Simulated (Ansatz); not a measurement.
in.yaml

```yaml
crystal:
  periodic: [false, false, false]
  atoms:
    - {symbol: As, position_ang: [0.000000, 0.000000, 0.000000]}
    - {symbol: Mg, position_ang: [0.000000, 0.000000, 2.923000]}
basis:
  gaussian: {orbitals: def2-mTZVP}
magnetization: {spin_polarized: false, initial_magnetization: 3}
hamiltonian: {pseudopotentials: {relativity: scalar}}
correlation: {method: bccd, electrons: valence}
output: {forces: true}
```

```sh
$ ansatz run in.yaml --threads 1 --pin off --events-out ev --progress --plain --max-ram 2393MiB
```

Output:

```
519 factors; integrals over basis functions are off by at most 2.1e-4 eV
mean field evaluation 1: about -66763.8110 eV, gradient 3.7e0 eV
mean field evaluation 2: about -66763.8145 eV, gradient 3.7e0 eV
mean field evaluation 4: about -66763.9971 eV, gradient 4.4e-1 eV
mean field evaluation 8: about -66764.0072 eV, gradient 7.3e-2 eV
mean field evaluation 16: about -66763.9829 eV, gradient 1.2e0 eV
mean field evaluation 32: about -66762.0441 eV, gradient 3.8e-1 eV
mean field evaluation 64: about -66762.0468 eV, gradient 1.4e-2 eV
mean field -66764.00752375 eV, -2453.5320222281 hartree, gradient 1.6e-6 eV, S^2 3.750000; 4 other end points of the search recorded, 0 dependent functions left out
mean field evaluation 96: about -66763.9049 eV, gradient 4.3e0 eV
determinant -66764.00752375 eV, -2453.5320222281 hartree, with singles and doubles -66771.77649295 eV, -2453.8175265801 hartree
determinant -66762.04677031 eV, -2453.4599658683 hartree, with singles and doubles -66769.45812584 eV, -2453.7323281604 hartree
determinant -66761.35773242 eV, -2453.4346441929 hartree, with singles and doubles -66769.23321498 eV, -2453.7240628388 hartree
10 core orbitals not correlated: weight in the atoms' cores, before any rotation towards them, 1.000 or more for the frozen orbitals, at most 0.000 for the correlated occupied ones
reference -66764.00752375 eV, -2453.5320222281 hartree; 14, 11 occupied and 26, 29 virtual orbitals, 519 factors
second order -7.27657481 eV of doubles, -0.09305459 eV of singles
cycle   1  -7.75918968 eV  change    9.8e-3 eV  update   9.4e-3
cycle   2  -7.75150671 eV  change    7.7e-3 eV  update   3.8e-3
cycle   3  -7.75046669 eV  change    1.0e-3 eV  update   2.4e-3
cycle   4  -7.74911652 eV  change    1.4e-3 eV  update   1.2e-3
cycle   5  -7.74909573 eV  change    2.1e-5 eV  update   4.9e-4
cycle   6  -7.74893790 eV  change    1.6e-4 eV  update   1.9e-4
cycle   7  -7.74897532 eV  change   -3.7e-5 eV  update   5.6e-5
cycle   8  -7.74899231 eV  change   -1.7e-5 eV  update   1.5e-5
cycle   9  -7.74899230 eV  change    1.8e-8 eV  update   5.0e-6
cycle  10  -7.74899099 eV  change    1.3e-6 eV  update   2.0e-6
cycle  11  -7.74899208 eV  change   -1.1e-6 eV  update   8.2e-7
cycle  12  -7.74899160 eV  change    4.8e-7 eV  update   2.8e-7
the calculation of the forces begins
Total energy: -66771.75651535 eV, -2453.8167924170 hartree
Relativity: scalar
Atom 0 at     0.000000     0.000000     0.000000 Å, force     0.000000     0.000000     0.070837 eV/Å
Atom 1 at     0.000000     0.000000     2.923000 Å, force    -0.000000     0.000000    -0.070837 eV/Å
Dipole moment:    -0.000000    -0.000000     0.425017 e Å
```

Forces (eV/Å):
```
As   0.000  0.000  0.071
Mg   0.000  0.000 -0.071
```

Ran on 1 thread of Intel Xeon, shared host: 28 s wall, 0.25 GiB peak host memory.
